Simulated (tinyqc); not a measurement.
Worked calculation: CIS and TDHF on RHF in the sto-6g basis, frozen core, for H2O, spin multiplicity 1. One step of it, computed by the program tinyqc.

Problem. Integrals over molecular orbitals. (pq|rs) = sum C_ip C_jq C_kr C_ls (ij|kl), one index at a time.

coefficients C:
```
              MO1        MO2        MO3        MO4       MO5        MO6        MO7
1O 1s    0.996821  -0.226548   0.000000   0.088561  0.000000  -0.105286   0.000000
1O 2s    0.014497   0.880887   0.000000  -0.488284  0.000000   0.697252   0.000000
1O 2px   0.000000   0.000000   0.000000   0.000000  1.000000   0.000000   0.000000
1O 2py   0.000000   0.000000   0.610901   0.000000  0.000000   0.000000   0.924665
1O 2pz   0.002516   0.092734   0.000000   0.750516  0.000000   0.741132   0.000000
2H 1s   -0.002950   0.142558   0.449803   0.323145  0.000000  -0.722964  -0.748179
3H 1s   -0.002950   0.142558  -0.449803   0.323145  0.000000  -0.722964   0.748179
```

core Hamiltonian H = T + V (hartree), lower triangle:
```
             1O 1s      1O 2s     1O 2px     1O 2py     1O 2pz      2H 1s      3H 1s
1O 1s   -32.913670
1O 2s    -7.274417  -9.133988
1O 2px    0.000000   0.000000  -7.381440
1O 2py    0.000000   0.000000   0.000000  -7.498582
1O 2pz   -0.016086  -0.185097   0.000000   0.000000  -7.454647
2H 1s    -1.333000  -3.030876   0.000000  -1.719670  -1.411707  -4.624881
3H 1s    -1.333000  -3.030876   0.000000   1.719670  -1.411707  -1.157084  -4.624881
```

Two-electron integrals (ij|kl) in chemists' order, unique and non-zero (hartree):
```
(11|11) 4.787491    (21|11) 0.675884    (21|21) 0.121505    (22|11) 1.117379
(22|21) 0.249212    (22|22) 0.817383    (31|31) 0.025762    (32|31) 0.039145
(32|32) 0.180664    (33|11) 1.117381    (33|21) 0.249212    (33|22) 0.817382
(33|33) 0.880663    (41|41) 0.025762    (42|41) 0.039145    (42|42) 0.180664
(43|43) 0.047461    (44|11) 1.117381    (44|21) 0.249212    (44|22) 0.817382
(44|33) 0.785741    (44|44) 0.880663    (51|51) 0.025762    (52|51) 0.039145
(52|52) 0.180664    (53|53) 0.047461    (54|54) 0.047461    (55|11) 1.117381
(55|21) 0.249212    (55|22) 0.817382    (55|33) 0.785741    (55|44) 0.785741
(55|55) 0.880663    (61|11) 0.131043    (61|21) 0.022586    (61|22) 0.045332
(61|33) 0.045235    (61|41) 0.000868    (61|42) 0.001699    (61|44) 0.045414
(61|51) 0.000686    (61|52) 0.001343    (61|54) 0.000141    (61|55) 0.045347
(61|61) 0.004279    (62|11) 0.327049    (62|21) 0.074005    (62|22) 0.269819
(62|33) 0.265280    (62|41) 0.004659    (62|42) 0.034788    (62|44) 0.273660
(62|51) 0.003683    (62|52) 0.027501    (62|54) 0.006625    (62|55) 0.270517
(62|61) 0.013840    (62|62) 0.112143    (63|31) 0.008109    (63|32) 0.046023
(63|43) 0.007130    (63|53) 0.005637    (63|63) 0.015610    (64|11) 0.188450
(64|21) 0.043237    (64|22) 0.168118    (64|33) 0.160614    (64|41) 0.010473
(64|42) 0.066338    (64|44) 0.179952    (64|51) 0.001868    (64|52) 0.016060
(64|54) 0.009651    (64|55) 0.163787    (64|61) 0.008444    (64|62) 0.084942
(64|64) 0.079208    (65|11) 0.148976    (65|21) 0.034180    (65|22) 0.132903
(65|33) 0.126971    (65|41) 0.001868    (65|42) 0.016060    (65|44) 0.130985
(65|51) 0.009586    (65|52) 0.058719    (65|54) 0.010304    (65|55) 0.140753
(65|61) 0.006675    (65|62) 0.067149    (65|64) 0.050276    (65|65) 0.055355
(66|11) 0.479733    (66|21) 0.110575    (66|22) 0.461953    (66|33) 0.443787
(66|41) 0.008784    (66|42) 0.090419    (66|44) 0.477325    (66|51) 0.006944
(66|52) 0.071479    (66|54) 0.026514    (66|55) 0.464746    (66|61) 0.020875
(66|62) 0.246646    (66|64) 0.213096    (66|65) 0.168459    (66|66) 0.774999
(71|11) 0.131043    (71|21) 0.022586    (71|22) 0.045332    (71|33) 0.045235
(71|41) -0.000868   (71|42) -0.001699   (71|44) 0.045414    (71|51) 0.000686
(71|52) 0.001343    (71|54) -0.000141   (71|55) 0.045347    (71|61) 0.004216
(71|62) 0.013377    (71|64) 0.007454    (71|65) 0.006455    (71|66) 0.019944
(71|71) 0.004279    (72|11) 0.327049    (72|21) 0.074005    (72|22) 0.269819
(72|33) 0.265280    (72|41) -0.004659   (72|42) -0.034788   (72|44) 0.273660
(72|51) 0.003683    (72|52) 0.027501    (72|54) -0.006625   (72|55) 0.270517
(72|61) 0.013377    (72|62) 0.090013    (72|64) 0.047230    (72|65) 0.052406
(72|66) 0.160742    (72|71) 0.013840    (72|72) 0.112143    (73|31) 0.008109
(73|32) 0.046023    (73|43) -0.007130   (73|53) 0.005637    (73|63) 0.012105
(73|73) 0.015610    (74|11) -0.188450   (74|21) -0.043237   (74|22) -0.168118
(74|33) -0.160614   (74|41) 0.010473    (74|42) 0.066338    (74|44) -0.179952
(74|51) -0.001868   (74|52) -0.016060   (74|54) 0.009651    (74|55) -0.163787
(74|61) -0.007454   (74|62) -0.047230   (74|64) -0.013241   (74|65) -0.026919
(74|66) -0.075990   (74|71) -0.008444   (74|72) -0.084942   (74|74) 0.079208
(75|11) 0.148976    (75|21) 0.034180    (75|22) 0.132903    (75|33) 0.126971
(75|41) -0.001868   (75|42) -0.016060   (75|44) 0.130985    (75|51) 0.009586
(75|52) 0.058719    (75|54) -0.010304   (75|55) 0.140753    (75|61) 0.006455
(75|62) 0.052406    (75|64) 0.026919    (75|65) 0.042108    (75|66) 0.102135
(75|71) 0.006675    (75|72) 0.067149    (75|74) -0.050276   (75|75) 0.055355
(76|11) 0.114421    (76|21) 0.026164    (76|22) 0.103557    (76|33) 0.101148
(76|44) 0.103099    (76|51) 0.002040    (76|52) 0.018119    (76|55) 0.106422
(76|61) 0.004841    (76|62) 0.042894    (76|64) 0.028140    (76|65) 0.028889
(76|66) 0.098424    (76|71) 0.004841    (76|72) 0.042894    (76|74) -0.028140
(76|75) 0.028889    (76|76) 0.020478    (77|11) 0.479733    (77|21) 0.110575
(77|22) 0.461953    (77|33) 0.443787    (77|41) -0.008784   (77|42) -0.090419
(77|44) 0.477325    (77|51) 0.006944    (77|52) 0.071479    (77|54) -0.026514
(77|55) 0.464746    (77|61) 0.019944    (77|62) 0.160742    (77|64) 0.075990
(77|65) 0.102135    (77|66) 0.309874    (77|71) 0.020875    (77|72) 0.246646
(77|74) -0.213096   (77|75) 0.168459    (77|76) 0.098424    (77|77) 0.774999
```

Give: one-electron integrals over orbitals h = C^T H C; Two-electron integrals over orbitals.

Solution.

one-electron integrals over orbitals h = C^T H C (hartree), lower triangle:
```
         1       2       3       4       5       6       7
1  -32.901
2    0.576  -7.627
3    0.000   0.000  -6.092
4   -0.218   0.525   0.000  -6.689
5    0.000   0.000   0.000   0.000  -7.381
6    0.272  -1.270   0.000  -1.270   0.000  -5.334
7    0.000   0.000  -1.760   0.000   0.000   0.000  -5.535
```

Two-electron integrals over orbitals (pq|rs), unique and non-zero (hartree); the lowest 1 orbital is frozen and left out:
```
(22|22) 0.727      (32|32) 0.133      (33|22) 0.623      (33|33) 0.603
(42|22) -0.020     (42|33) 3.93e-03   (42|42) 0.130      (43|32) 0.026
(43|43) 0.054      (44|22) 0.667      (44|33) 0.574      (44|42) -0.097
(44|44) 0.719      (52|52) 0.150      (53|53) 0.027      (54|52) -0.045
(54|54) 0.050      (55|22) 0.755      (55|33) 0.608      (55|42) -0.079
(55|44) 0.699      (55|55) 0.881      (62|22) 0.136      (62|33) 0.069
(62|42) 0.030      (62|44) 0.069      (62|55) 0.146      (62|62) 0.097
(63|32) -0.037     (63|43) -0.036     (63|63) 0.074      (64|22) 0.121
(64|33) 0.048      (64|42) -0.046     (64|44) 0.131      (64|55) 0.143
(64|62) 0.061      (64|64) 0.092      (65|52) 0.053      (65|54) 4.36e-03
(65|65) 0.035      (66|22) 0.599      (66|33) 0.555      (66|42) 0.050
(66|44) 0.547      (66|55) 0.581      (66|62) 0.095      (66|64) 0.051
(66|66) 0.587      (72|32) 0.052      (72|43) -0.031     (72|63) 0.031
(72|72) 0.067      (73|22) 0.160      (73|33) 0.090      (73|42) -0.078
(73|44) 0.146      (73|55) 0.200      (73|62) 0.071      (73|64) 0.097
(73|66) 0.043      (73|73) 0.159      (74|32) -0.074     (74|43) -0.011
(74|63) 0.053      (74|72) -0.017     (74|74) 0.071      (75|53) 0.024
(75|75) 0.025      (76|32) 0.088      (76|43) 0.060      (76|63) -0.066
(76|72) -0.005     (76|74) -0.061     (76|76) 0.114      (77|22) 0.611
(77|33) 0.588      (77|42) -0.017     (77|44) 0.584      (77|55) 0.611
(77|62) 0.064      (77|64) 0.048      (77|66) 0.555      (77|73) 0.093
(77|77) 0.600
```
